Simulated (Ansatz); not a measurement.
A made-up structure of CH3BSi, closed shell:

B1  (0.019, -1.454, 1.019)
Si2  (0.090, -1.050, -0.575)
C3  (-0.012, 0.407, -0.176)
H4  (-0.960, 0.607, -0.658)
H5  (0.961, 0.711, -0.543)
H6  (-0.099, 0.778, 0.934)
(Å)

It is relaxed with PBE-D4/def2-SVP and then PBE0-D4/def2-TZVP (Ansatz 0.2.0). Atoms count as bonded within 1.22 times the sum of their covalent radii (H–H: 0.88 Å). The end point is not checked to be a true minimum.

**Question.** Does its bonding change? (A judgement: the text doesn't fix the answer.)

**Answer.** Computed: No: no bond forms or breaks.

Where it ends: The first stage lowers the energy by 4.26 eV in 7 steps. It ends as CH₃BSi ([B][Si][CH3]):
B1  (0.041, -2.149, 1.276)
Si2  (0.094, -1.305, -0.395)
C3  (-0.017, 0.581, -0.248)
H4  (-0.900, 0.953, -0.771)
H5  (0.878, 1.049, -0.665)
H6  (-0.095, 0.871, 0.803)
(Å)

Labels in which every atom is bracketed show which atoms are joined, not bond orders.

For scale, one of the runs: PBE0-D4/def2-TZVP relaxation, 117 basis functions, launched by `ansatz run in.yaml --threads 2 --pin off --events-out ev --progress --plain --max-ram 4352MiB`. Hardware: 2 CPU threads of an Arm Neoverse V2, shared host. Wall time about 16 s.
